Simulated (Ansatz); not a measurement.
Potential energy surface of H2P, doublet: symmetric bend, bond length relaxed. Scanned: H-P-H angle. Other coordinates (P-H bond length) were minimised at B3LYP/def2-TZVP.

Levels: UKS-PBE/cc-pVDZ = unrestricted PBE/cc-pVDZ (Ansatz, a first-principles code); UKS-B3LYP/cc-pVDZ = unrestricted B3LYP/cc-pVDZ (Ansatz); FCI/cc-pVDZ = Ansatz with full CI/cc-pVDZ, frozen core.

Energies relative to the lowest point of each profile, in kcal/mol; the last columns give the error against full CI:

| a / ° | UKS-PBE/cc-pVDZ | UKS-B3LYP/cc-pVDZ | FCI/cc-pVDZ | UKS-PBE/cc-pVDZ − FCI/cc-pVDZ | UKS-B3LYP/cc-pVDZ − FCI/cc-pVDZ |
|---|---|---|---|---|---|
| 180 | 69.0 | 73.0 | 75.2 | -6.2 | -2.2 |
| 169.43 | 65.4 | 69.0 | 70.8 | -5.3 | -1.7 |
| 161.76 | 58.8 | 61.7 | 62.8 | -4.0 | -1.1 |
| 147.65 | 41.9 | 43.5 | 44.0 | -2.0 | -0.5 |
| 140.13 | 32.7 | 33.7 | 34.0 | -1.4 | -0.3 |
| 129.83 | 21.2 | 21.7 | 21.9 | -0.7 | -0.2 |
| 118.41 | 11.0 | 11.0 | 11.1 | -0.1 | -0.1 |
| 108.15 | 4.5 | 4.3 | 4.3 | 0.2 | 0.0 |
| 101.79 | 1.8 | 1.7 | 1.6 | 0.2 | 0.0 |
| 90.23 | 0.0 | 0.0 | 0.0 | 0.0 | 0.0 |
| 81.60 | 1.2 | 1.6 | 1.7 | -0.4 | -0.1 |
| 70.20 | 6.4 | 7.5 | 7.7 | -1.2 | -0.2 |
| 60 | 14.4 | 16.3 | 16.5 | -2.1 | -0.3 |

UKS-PBE/cc-pVDZ is furthest from FCI/cc-pVDZ at 180 (-6.2 kcal/mol, below); its mean absolute error over the points is 1.8 kcal/mol.

UKS-B3LYP/cc-pVDZ is furthest from FCI/cc-pVDZ at 180 (-2.2 kcal/mol, below); its mean absolute error over the points is 0.5 kcal/mol.
